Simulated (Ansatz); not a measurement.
Species: OF, charge 0, doublet. OF (SMILES [O]F, doublet).
B3LYP-D3(BJ)/def2-TZVP minimum from Ansatz (a first-principles code):
```
O
F 1 1.3490
```
Charge 0, spin multiplicity 2.

Hartree-Fock and CCSD correlation energies in hartree (Ansatz). Open shells are spin-unrestricted; no spin-orbit coupling. Cores are frozen in correlated methods. No relativity.

```csv
basis,X,E(HF),"E(corr, CCSD)"
cc-pVTZ,3,-174.19254,-0.46142
cc-pVQZ,4,-174.20651,-0.49834
cc-pV5Z,5,-174.21035,withheld
```

### Question
Fit E(corr) = E∞ + A/X³ to X = 3 and 4, predict X = 5, and compare with the run.

### Answer
A = (-0.46142 - (-0.49834))/(1/27 - 1/64) = 1.7243; E∞ = -0.49834 - A/64 = -0.52528; at X = 5, E∞ + A/125 = -0.51149. The run gave -0.51209, 0.60 mEh below the prediction. The same form on X = 4 and 5 gives E∞ = -0.52652, 1.23 mEh below the first estimate.
